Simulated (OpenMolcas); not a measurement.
# OH− (hydroxide): a chain of runs

Aim: a single-point energy (UHF/3-21G), then the energy (CASSCF(2,2)/3-21G), then a single-point energy (CASPT2(2,2)/3-21G), then a single-point energy (SC-NEVPT2(2,2)/3-21G), then a single-point energy (MRCI(2,2)/3-21G) of OH− (hydroxide). 

The results are computed with OpenMolcas 26.06.

### 1 The molecule

OH−: 2 atoms, total charge -1, spin state singlet. SMILES: `[OH-]`. The O1–H2 distance was set to 1.686 Å, away from the relaxed value.

### 2 The energy at UHF/3-21G (run 1)

File step1.input:

```
* HO Hartree-Fock

&gateway
 baslib
 $CurrDir
 basisset
 O.3-21G....
 O1 1.029491 -0.329497 0.531245 angstrom
 End of Basis
 basisset
 H.3-21G....
 H2 -0.411800 0.131800 -0.212500 angstrom
 End of Basis

&seward

&scf
 uhf
 charge
 -1
 scramble
 0.25
 prorbitals
 1 1
```

The basis set 3-21G is read from a file made from the Basis Set Exchange's data (not shown).

Launch:

```bash
$ export MOLCAS_MEM=1860
$ pymolcas step1.input > step1.log
```

Log:

```text
--- Start Module: gateway ---
[...]
--- Stop Module: gateway /rc=_RC_ALL_IS_WELL_ ---
--- Start Module: seward ---
[...]
      Basis functions           11
--- Stop Module: seward /rc=_RC_ALL_IS_WELL_ ---
--- Start Module: scf ---
[...]
       Convergence after  45 Iterations
[...]
::    Total SCF energy                                -74.8063298856
[...]
      Total spin, S                                     0.3734365656
[...]
      Total electronic charge=   10.000000
      Total            charge=   -1.000000
[...]
      Dipole Moment (debye):
      Origin of the operator (angstrom)=    0.9441   -0.3022    0.4872
                   X=  1.1136E+00               Y= -3.5640E-01               Z=  5.7462E-01           Total=  1.3028E+00
      Center of Charge (angstrom)
[...]
--- Stop Module: scf /rc=_RC_ALL_IS_WELL_ ---
[...]
```

It took 2.1 s on 1 thread of Arm Neoverse V2, shared host; peak memory 0.37 GiB.

### 3 The energy at CASSCF(2,2)/3-21G (run 2)

File step2.input:

```
* HO CASSCF
>>> EXPORT MOLCAS_PRINT=2

&GATEWAY
  BasLib=$CurrDir
  BasisSet
  O.3-21G....
  O1 1.029491 -0.329497 0.531245 angstrom
  End of Basis
  BasisSet
  H.3-21G....
  H2 -0.411800 0.131800 -0.212500 angstrom
  End of Basis

&SEWARD

&RASSCF
  FileOrb=$CurrDir/step1.UnaOrb
  Spin=1
  Nactel=2 0 0
  Inactive=4
  Ras2=2
  OrbListing=Nothing
```

The basis set 3-21G is read from a file made from the Basis Set Exchange's data (not shown).

Launch:

```bash
$ export MOLCAS_MEM=1860
$ pymolcas step2.input > step2.log
```

Log:

```text
--- Start Module: gateway ---
[...]
--- Stop Module: gateway /rc=_RC_ALL_IS_WELL_ ---
--- Start Module: seward ---
[...]
      Basis functions           11
--- Stop Module: seward /rc=_RC_ALL_IS_WELL_ ---
--- Start Module: rasscf ---
[...]
      Number of active orbitals                  2
[...]
      Spin quantum number                      0.0
[...]
      Active orbitals                            2
[...]
      Number of CSFs                             3
[...]
      Number of root(s) required                 1
[...]
      Convergence after 12 iterations
[...]
      printout of CI-coefficients larger than  0.05 for root  1
      energy=     -74.842813
      conf/sym  11     Coeff  Weight
             1  20   0.95697 0.91579
             3  02  -0.29019 0.08421
      Natural orbitals and occupation numbers for root  1
      sym 1:   1.831579   0.168421
      ************************************************************************************************************************
      *                                                    Final results                                                     *
[...]
::    RASSCF root number  1 Total energy:    -74.84281341
[...]
      Total electronic charge=   10.000000
      Total            charge=   -1.000000
[...]
      Dipole Moment (debye):
      Origin of the operator (angstrom)=    0.9441   -0.3022    0.4872
                   X=  1.0873E+00               Y= -3.4799E-01               Z=  5.6106E-01           Total=  1.2720E+00
      Center of Charge (angstrom)
[...]
--- Stop Module: rasscf /rc=_RC_ALL_IS_WELL_ ---
[...]
```

It took 1.6 s on 1 thread of Arm Neoverse V2, shared host; peak memory 0.37 GiB.

### 4 The energy at CASPT2(2,2)/3-21G (run 3)

File step3.inp:

```
* HO CASPT2
>>> EXPORT MOLCAS_PRINT=2

&gateway
  baslib=$CurrDir
  basisset
  O.3-21G....
  O1 1.029491 -0.329497 0.531245 angstrom
  End of Basis
  basisset
  H.3-21G....
  H2 -0.411800 0.131800 -0.212500 angstrom
  End of Basis

&seward

&rasscf
  fileorb=$CurrDir/step2.RasOrb
  spin=1
  nactel=2 0 0
  inactive=4
  ras2=2
  orblisting=Nothing

&caspt2
  imaginary=0.1
  frozen=1
```

The basis set 3-21G is read from a file made from the Basis Set Exchange's data (not shown).

Launch:

```bash
$ export MOLCAS_MEM=1860
$ pymolcas step3.inp > step3.log
```

Log:

```text
--- Start Module: gateway ---
[...]
--- Stop Module: gateway /rc=_RC_ALL_IS_WELL_ ---
[...]
      Basis functions           11
[...]
--- Start Module: rasscf ---
[...]
      Number of active orbitals                  2
[...]
      Spin quantum number                      0.0
[...]
      Active orbitals                            2
[...]
      Number of CSFs                             3
[...]
      Number of root(s) required                 1
[...]
      Convergence after  4 iterations
[...]
      printout of CI-coefficients larger than  0.05 for root  1
      energy=     -74.842813
      conf/sym  11     Coeff  Weight
             1  20   0.95697 0.91579
             3  02  -0.29019 0.08421
      Natural orbitals and occupation numbers for root  1
      sym 1:   1.831581   0.168419
      ************************************************************************************************************************
      *                                                    Final results                                                     *
[...]
::    RASSCF root number  1 Total energy:    -74.84281341
[...]
      Total electronic charge=   10.000000
      Total            charge=   -1.000000
[...]
      Dipole Moment (debye):
      Origin of the operator (angstrom)=    0.9441   -0.3022    0.4872
                   X=  1.0873E+00               Y= -3.4801E-01               Z=  5.6109E-01           Total=  1.2721E+00
      Center of Charge (angstrom)
[...]
--- Stop Module: rasscf /rc=_RC_ALL_IS_WELL_ ---
--- Start Module: caspt2 ---
[...]
 ###    WARNING: User changed nr of frozen orbitals.                         ###
 ###############################################################################
[...]
      E2 (Variational):          -0.0818236763
      Total energy:             -74.9246370908
[...]
      Reference weight:           0.98135
[...]
::    CASPT2 Root  1     Total energy:    -74.92463709
[...]
--- Stop Module: caspt2 /rc=_RC_ALL_IS_WELL_ ---
[...]
```

Wall time 1.5 s (1 thread of Arm Neoverse V2, shared host); peak memory 0.37 GiB.

### 5 A single-point energy at SC-NEVPT2(2,2)/3-21G (run 4)

File step4.input:

```
&GATEWAY
 BasLib
 $CurrDir
 BasisSet
 O.3-21G....
 O1 1.029491 -0.329497 0.531245 angstrom
 End of Basis
 BasisSet
 H.3-21G....
 H2 -0.411800 0.131800 -0.212500 angstrom
 End of Basis

&SEWARD

&RASSCF
 FileOrb
 $CurrDir/step2.RasOrb
 Spin
 1
 Nactel
 2 0 0
 Inactive
 4
 Ras2
 2
 OrbListing
 Nothing

&CASPT2
 SC-NEVPT2
 Frozen
 1
```

The basis set 3-21G is read from a file made from the Basis Set Exchange's data (not shown).

Launch:

```bash
$ export MOLCAS_MEM=1860
$ pymolcas step4.input > step4.log
```

Log:

```text
--- Start Module: gateway ---
[...]
--- Stop Module: gateway /rc=_RC_ALL_IS_WELL_ ---
[...]
      Basis functions           11
[...]
--- Start Module: rasscf ---
[...]
      Number of active orbitals                  2
[...]
      Spin quantum number                      0.0
[...]
      Active orbitals                            2
[...]
      Number of CSFs                             3
[...]
      Number of root(s) required                 1
[...]
      Convergence after  4 iterations
[...]
      printout of CI-coefficients larger than  0.05 for root  1
      energy=     -74.842813
      conf/sym  11     Coeff  Weight
             1  20   0.95697 0.91579
             3  02  -0.29019 0.08421
      Natural orbitals and occupation numbers for root  1
      sym 1:   1.831581   0.168419
      ************************************************************************************************************************
      *                                                    Final results                                                     *
[...]
::    RASSCF root number  1 Total energy:    -74.84281341
[...]
      Total electronic charge=   10.000000
      Total            charge=   -1.000000
[...]
      Dipole Moment (debye):
      Origin of the operator (angstrom)=    0.9441   -0.3022    0.4872
                   X=  1.0873E+00               Y= -3.4801E-01               Z=  5.6109E-01           Total=  1.2721E+00
      Center of Charge (angstrom)
[...]
--- Stop Module: rasscf /rc=_RC_ALL_IS_WELL_ ---
--- Start Module: caspt2 ---
[...]
 ###    WARNING: User changed nr of frozen orbitals.                         ###
 ###############################################################################
[...]
      E2 (Variational):          -0.0811370971
[...]
      E2 (Variational):          -0.0811278237
      Total energy:             -74.9239412381
[...]
      Reference weight:           0.98208
[...]
::    SC-NEVPT2 Root  1     Total energy:    -74.92394124
[...]
--- Stop Module: caspt2 /rc=_RC_ALL_IS_WELL_ ---
[...]
```

Run time: 1.5 s. Hardware: 1 thread of Arm Neoverse V2, shared host; peak memory 0.37 GiB.

### 6 A single-point energy at MRCI(2,2)/3-21G (run 5)

File step5.inp:

```
&GATEWAY
  BasLib = $CurrDir
  BasisSet
  O.3-21G....
  O1 1.029491 -0.329497 0.531245 angstrom
  End of Basis
  BasisSet
  H.3-21G....
  H2 -0.411800 0.131800 -0.212500 angstrom
  End of Basis

&SEWARD

&RASSCF
  FileOrb = $CurrDir/step2.RasOrb
  Spin = 1
  Nactel = 2 0 0
  Inactive = 4
  Ras2 = 2
  OrbListing = Nothing

&MOTRA
  LumOrb
  Frozen = 1

&GUGA
  Electrons = 8
  Spin = 1
  Inactive = 3
  Active = 2
  CIAll = 1

&MRCI
  SDCI
```

The basis set 3-21G is read from a file made from the Basis Set Exchange's data (not shown).

Launch:

```bash
$ export MOLCAS_MEM=1860
$ pymolcas step5.inp > step5.log
```

Log:

```text
--- Start Module: gateway ---
[...]
--- Stop Module: gateway /rc=_RC_ALL_IS_WELL_ ---
[...]
      Basis functions           11
[...]
      Number of active orbitals                  2
[...]
      Spin quantum number                      0.0
[...]
      Active orbitals                            2
[...]
      Number of CSFs                             3
[...]
      Number of root(s) required                 1
[...]
      Convergence after  4 iterations
[...]
      printout of CI-coefficients larger than  0.05 for root  1
      energy=     -74.842813
      conf/sym  11     Coeff  Weight
             1  20   0.95697 0.91579
             3  02  -0.29019 0.08421
      Natural orbitals and occupation numbers for root  1
      sym 1:   1.831581   0.168419
      ************************************************************************************************************************
      *                                                    Final results                                                     *
[...]
::    RASSCF root number  1 Total energy:    -74.84281341
[...]
      Dipole Moment (debye):
      Origin of the operator (angstrom)=    0.9441   -0.3022    0.4872
                   X=  1.0873E+00               Y= -3.4801E-01               Z=  5.6109E-01           Total=  1.2721E+00
      Center of Charge (angstrom)
[...]
      *** WARNING: Default frozen orbitals is overwritten by user input.
      *** Default values:   1
[...]
--- Start Module: guga ---
[...]
--- Stop Module: guga /rc=_RC_ALL_IS_WELL_ ---
--- Start Module: mrci ---
[...]
       (But an ACPF correction will be computed)
       USE THE DEFAULT ACPF G-VALUE GFAC=  0.25000000000000000
[...]
                      CI ENERGY:   -74.92905783
[...]
                ACPF CORRECTION:    -0.00152265
[...]
      Total electronic charge=   10.000000
      Total            charge=   -1.000000
[...]
     ACPF CORRECTION:     -0.00152265
[...]
  CI State   1     Total energy:    -74.92905783     QDav:     -0.00204222     QACPF:     -0.00152265
[...]
--- Stop Module: mrci /rc=_RC_ALL_IS_WELL_ ---
[...]
```

It took 1.6 s on 1 thread of Arm Neoverse V2, shared host; peak memory 0.37 GiB.

### 7 What came out

| quantity | value |
| --- | --- |
| run 1, UHF/3-21G: total energy | -74.80633 Eh |
| run 1, UHF/3-21G: HOMO energy | -0.66 eV |
| run 1, UHF/3-21G: LUMO energy | 12.45 eV |
| run 1, UHF/3-21G: HOMO–LUMO gap (to an unbound level, set by the basis) | 13.11 eV |
| run 1, UHF/3-21G: ⟨S²⟩ | 0.513 |
| run 2, CASSCF(2,2)/3-21G: total energy | -74.84281 Eh |
| run 3, CASPT2(2,2)/3-21G: total energy | -74.92464 Eh |
| run 4, SC-NEVPT2(2,2)/3-21G: total energy | -74.92394 Eh |
| run 5, MRCI(2,2)/3-21G: total energy | -74.92906 Eh |

What this shows: ⟨S²⟩ (run 1, UHF/3-21G) is 0.51 where a pure singlet has 0.00: the reference is spin-contaminated.
